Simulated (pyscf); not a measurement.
Cl–BH–Cl (SMILES ClBCl) + CH₄ (SMILES C) -> HCl (SMILES Cl) + H₃C–BH–Cl (SMILES CBCl) (four-centre exchange; singlet surface; B–Cl, C–H broken, Cl–H, B–C formed). Single points on ωB97X-D3(BJ)/def2-SVP structures (PySCF, gas phase). Correlated levels are frozen-core, on RHF or UHF. ΔMP2 is the change of the MP2 total energy from the triple- to the quadruple-zeta basis. Rate constants from transition-state theory, CCSD(T)/def2-TZVPP + ΔMP2(QZVPP) energies (ideal gas, 1 atm, RRHO with modes under 100 cm⁻¹ raised to 100, one conformer, R ln 2 for chiral ones without a mode under 150 cm⁻¹; no tunnelling), k in cm³ molecule⁻¹ s⁻¹.

```tsv
T (K)	1000/T	log10 k
298	3.354	-45.45
600	1.667	-28.85
900	1.111	?
1200	0.833	-20.16
```

Task: Fit an Arrhenius line to the three values, give the activation energy, and predict k at 900 K.

Result: Least squares gives log10 k = -11.96 − 10.00 × 1000/T, so Ea = 10.00 × ln 10 × 1.987 = 45.8 kcal/mol, against an electronic barrier of 45.1. At 900 K the line gives -23.07; the computed value is -23.14 (ΔG‡ = 72.1 kcal/mol), a factor 1.2 under the line, since the plot is curved. This is the saddle that the search found; another between the same sides may lie lower. The CCSD(T) − MP2 part came from Ansatz, without density fitting, on the same reference.
